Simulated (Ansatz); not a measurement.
C₃H₈, SMILES CCC.

Geometry optimised at B3LYP-D3(BJ)/def2-SVP.

Two levels are set side by side: PBE/def2-SVPD (Ansatz, a program for electronic structure) and CAM-B3LYP/def2-SVPD (Ansatz). Energy differences of separate SCF runs at the same geometry; the states with an electron removed or added have multiplicity 2 and 2. Differences are taken from unrounded values.

```
quantity                             PBE
---------------------------------  -----
vertical ionisation energy (eV)    11.04
vertical singlet–triplet gap (eV)   7.99
```

These are the PBE values. What does CAM-B3LYP give? (Estimate from the structure and the level; the computed values follow.)


```tsv
quantity	CAM-B3LYP	PBE minus CAM-B3LYP
vertical ionisation energy (eV)	11.69	-0.65
vertical singlet–triplet gap (eV)	8.86	-0.88
```
